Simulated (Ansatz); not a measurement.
A nudged elastic band was laid between two geometries of H6OSi2 (9 atoms, charge 0, multiplicity 1).

All numbers below come from RKS r2SCAN/cc-pVDZ (Ansatz).

```json
{
 "movable images": "7",
 "climbing image": "yes",
 "spring": "5.0 eV/Å²",
 "optimiser": "quadratic models (default)",
 "start path": "through a guess of the saddle point",
 "force threshold": "0.05 eV/Å",
 "iteration limit": "60",
 "end points": "relaxed"
}
```

Initial state:

```xyz
9
Properties=species:S:1:pos:R:3
Si 0.405 0.037 -0.144
O 0.513 -0.241 1.512
Si -0.532 -0.479 2.810
H -1.605 -1.461 2.448
H 0.281 -1.009 3.944
H -1.171 0.818 3.205
H 1.799 0.140 -0.667
H -0.337 1.311 -0.416
H -0.310 -1.096 -0.815
```

Final state:

```xyz
9
Properties=species:S:1:pos:R:3
Si 0.111 0.124 -0.718
O 0.846 -0.117 1.191
Si -0.306 -0.520 2.440
H -0.948 -1.828 2.137
H 0.496 -0.615 3.702
H -1.253 0.619 2.462
H 1.673 -0.622 1.179
H -0.386 1.521 -0.313
H -1.190 -0.542 -0.205
```

Q: Which bonds break or form, and what moves?

A: Bonds broken: Si1–H7. Bonds formed: O2–H7.

Q: Give the energies along the band, and the barrier.

A: It converged. The highest image is number 5 of 0 to 8, 3.12 eV above the first end and 0.74 eV above the last; the last end lies 2.39 eV above the first. Neighbouring images differ by up to 2.3 eV, so the band resolves the path poorly. A vibrational analysis at the climbing image gives one clearly imaginary mode, 1341i cm⁻¹: a first-order saddle point. The orbitals stay closed-shell, which can raise the energy where a bond breaks towards radicals; this wasn't checked here.

| image | path coordinate (Å) | energy (eV) | Si1–H7 (Å) | O2–H7 (Å) |
| --- | --- | --- | --- | --- |
| 0 | 0.00 | 0.00 | 1.49 | 2.56 |
| 1 | 0.78 | 0.00 | 1.49 | 2.56 |
| 2 | 1.56 | 0.01 | 1.50 | 2.59 |
| 3 | 2.34 | 0.01 | 1.50 | 2.60 |
| 4 | 3.12 | 0.85 | 1.48 | 2.06 |
| 5 | 3.90 | 3.12 | 1.65 | 1.25 |
| 6 | 4.45 | 2.58 | 2.18 | 0.98 |
| 7 | 5.00 | 2.41 | 2.52 | 0.97 |
| 8 | 5.54 | 2.39 | 2.57 | 0.97 |

Q: What is the geometry of the highest image?

A: 
```xyz
9
Properties=species:S:1:pos:R:3
Si 0.205 0.052 -0.487
O 0.690 0.101 1.405
Si -0.299 -0.543 2.656
H -0.686 -1.948 2.318
H 0.488 -0.516 3.924
H -1.514 0.322 2.744
H 1.271 -0.625 0.567
H 0.143 1.520 -0.835
H -1.255 -0.344 -0.415
```

The run took 5.2 min on 2 threads of Intel(R) Xeon(R) Platinum 8488C (Sapphire Rapids), with other jobs on the host, peak memory 0.15 GiB.
